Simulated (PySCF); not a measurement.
A species of formula C4H4 has this rotational fingerprint, computed with PBE0-D3(BJ)/def2-SVP geometry optimisation, gas phase (PySCF):

```
Rotational constants : A = 16965, B = 12885, C = 7323 MHz
Dipole components    : |μa| = 0.00 D, |μb| = 0.00 D, |μc| = 0.00 D
Inertial defect      : 0.00 u·Å²
κ                    : 0.15
```

Question: Which structure is it? (One computed conformer of each.)
A. `C1=CC=C1` (cyclobutadiene)
B. `C=C=C=C` (1,2,3-butatriene)
C. `C#CC=C` (1-buten-3-yne)

Answer: A. It is C1=CC=C1, an asymmetric top, point group D2h. The candidates at the same level (rigid rotor, commonest isotopes):

```
  SMILES  A (MHz)  B (MHz)  C (MHz)  μa (D)  μb (D)  μc (D)  Δ (u·Å²)  point group                        rotor
  C#CC=C    50800     4706     4307    0.39    0.00    0.00      0.00           Cs  near-prolate asymmetric top
 C=C=C=C   143135     3974     3866    0.00    0.00    0.00      0.00          D2h  near-prolate asymmetric top
C1=CC=C1    16965    12885     7323    0.00    0.00    0.00      0.00          D2h               asymmetric top
```

`C#CC=C` has A 199 % too high; `C=C=C=C` has A 744 % too high. No structure here is proved a minimum.
